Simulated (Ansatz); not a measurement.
Two isomers of C5H10: A = `C=C(C)CC`, B = `CC1CCC1`.

Computed with Ansatz on PBE0-D4/def2-TZVP structures; ΔE is electronic, products minus reactants. CBS: MP2 limit from def2 TZ/QZ plus the TZ coupled-cluster correction, frozen cores. DFT in def2-TZVPP. B3LYP here is the variant with VWN-RPA as its local correlation; programs differ in this. Each species was taken in one conformer, which may not be the lowest.

A:

Z-matrix (Å, degrees):
```
C
C 1 1.497
H 1 1.095 2 110.7
H 1 1.090 2 111.5 3 120.8
H 1 1.094 2 111.4 3 -118.5
C 2 1.502 1 116.7 3 55.8
C 2 1.329 1 121.8 3 -124.0
C 6 1.525 2 113.7 1 63.7
H 6 1.097 2 108.8 1 -57.8
H 6 1.093 2 109.0 1 -173.8
H 7 1.085 2 121.4 1 179.8
H 7 1.085 2 121.6 1 -0.1
H 8 1.093 6 110.8 2 58.2
H 8 1.092 6 110.7 2 178.0
H 8 1.092 6 111.8 2 -62.2
```

B:

```xyz
15

C     1.153    0.434    1.173
C     0.737   -0.143   -0.163
C    -0.226    0.768   -0.959
C    -1.409   -0.073   -0.440
C    -0.406   -1.180   -0.062
H     1.822    1.289    1.043
H     0.285    0.777    1.744
H     1.674   -0.312    1.780
H     1.622   -0.477   -0.711
H    -0.214    1.833   -0.715
H    -0.093    0.659   -2.038
H    -2.195   -0.328   -1.152
H    -1.877    0.375    0.439
H    -0.538   -1.677    0.901
H    -0.334   -1.944   -0.839
```

Q: Which is lower in electronic energy at CCSD(T)/CBS, and by how much? (Best estimate.)

A: Ansatz gave: A, by 28.5 kJ/mol.

Q: Give E(B) − E(A) in kJ/mol with PBE0-D4, B2PLYP, MP2/def2-TZVPP, CCSD/def2-TZVPP, B3LYP, HF/def2-TZVPP, B3LYP-D4. (Estimate.)

A: The calculation gave: PBE0-D4 16.3, B2PLYP 35.2, MP2/def2-TZVPP 20.7, CCSD/def2-TZVPP 25.2, B3LYP 41.1, HF/def2-TZVPP 41.1, B3LYP-D4 39.7. None reverses the order clearly.

Largest T1 diagnostic: 0.010.

In def2-TZVPP, CCSD(T) changes the Hartree–Fock value by −14.7 kJ/mol (the triples alone add +1.2 kJ/mol) and MP2 by −20.4 kJ/mol. From PBE to PBE0 (25 % exact exchange), in def2-TZVPP and without D4, E(B) − E(A) moves by −8.0 kJ/mol.
